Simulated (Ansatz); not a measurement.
The first iterations of a band of BH$_{7}$OSi (10 atoms, charge 0, multiplicity 1).

Level of theory: RHF/def2-SVP in Ansatz.

```json
{
 "movable images": "5",
 "climbing image": "yes",
 "spring": "5.0 eV/Å²",
 "optimiser": "quadratic models (default)",
 "start path": "through a guess of the saddle point",
 "force threshold": "0.03 eV/Å",
 "iteration limit": "60",
 "end points": "relaxed"
}
```

Initial state:

```xyz
10
Properties=species:S:1:pos:R:3
B -0.127 0.034 0.194
H -0.332 0.441 1.315
H 0.883 0.426 -0.344
H -1.105 -0.051 -0.519
O 0.204 -1.664 0.457
Si -0.767 -2.903 -0.181
H -0.142 -4.163 0.271
H -2.127 -2.771 0.361
H -0.749 -2.796 -1.645
H 0.907 -1.834 1.068
```

Final state:

```xyz
10
Properties=species:S:1:pos:R:3
B 0.141 -0.339 -0.975
H 0.045 -0.422 3.413
H 0.852 0.538 -0.566
H -0.407 -0.242 -2.045
O -0.038 -1.436 -0.220
Si -0.850 -2.882 -0.315
H 0.138 -3.972 -0.436
H -1.638 -3.051 0.920
H -1.745 -2.880 -1.493
H 0.146 -0.595 2.693
```

| iteration | highest image above the first end (eV) | largest band force component (eV/Å) |
| --- | --- | --- |
| 1 | 3.084 | 9.442 |
| 2 | 2.092 | 5.386 |
| 3 | 1.121 | 2.409 |
| 4 | 0.556 | 5.217 |
| 5 | 0.305 | 1.357 |
| 6 | 0.226 | 0.782 |
| 7 | 0.771 | 0.967 |
| 8 | 0.421 | 2.299 |
| 9 | 0.985 | 1.962 |
| 10 | 1.540 | 2.182 |
| 11 | 1.571 | 1.270 |
| 12 | 1.461 | 0.903 |
| 13 | 1.459 | 1.078 |
| 14 | 1.458 | 0.562 |
| 15 | 1.457 | 0.291 |
| 16 | 1.456 | 0.864 |
| 17 | 1.456 | 0.331 |
| 18 | 1.456 | 0.244 |
| 19 | 1.455 | 0.220 |
| 20 | 1.455 | 0.132 |

**Question.** Does the band converge within its limit, and where does its top end?

**Answer.** The run ended unconverged. It ended after 60 iterations with the highest image 1.429 eV above the first end. The band didn't meet its force threshold, so its energies are provisional: the largest band force was still 0.22 eV/Å, and over the last iterations the top stayed at 1.43 eV. Neighbouring images lie up to 3.2 Å apart, so the band is torn or far too coarse. The orbitals stay closed-shell, which can raise the energy where a bond breaks towards radicals; this wasn't checked here.

The run took 4.8 min on 1 thread of Arm Neoverse V1 (shared host), peak memory 0.13 GiB.
